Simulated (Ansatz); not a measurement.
A calculation with Ansatz (development build ahead of 0.2.0).

```yaml
crystal:
  periodic: [false, false, false]
  atoms:
    - { symbol: Mg, position_ang: [0.0, 0.0, -1.28498] }
    - { symbol: B, position_ang: [0.0, 0.0, 1.28498] }
basis:
  gaussian: { orbitals: def2-SVP }
magnetization:
  initial_magnetization: 1
hamiltonian:
  xc: hf
correlation:
  method: mp2
  frozen_orbitals: { B: 1, Mg: 1 }
```

The input is written out in the form of the current development build from the run's settings. Correlation on restricted open-shell orbitals is semicanonical, with singles.

Output:

```
Converged                                                          : yes
Reference energy                                                   : -224.02564 hartree
Correlation energy                                                 : -0.07966 hartree
Total energy                                                       : -224.10530 hartree
Spin squared of the determinant                                    : 0.750
Stability test                                                     : minimum among restricted orbitals
Occupied orbitals by symmetry in an Abelian subgroup (alpha; beta) : 6 A1 2 B1 1 B2; 6 A1 1 B1 1 B2
```

Messages of the program:
```
mean field -6096.04827383 eV, -224.0256420133 hartree, gradient 9.9e-6 eV, S^2 0.750000; 11 other ends of a descent, 0 dependent functions left out
with unlike orbitals of the spins -6096.63984962 eV, -224.0473820227 hartree, S^2 1.5234
```
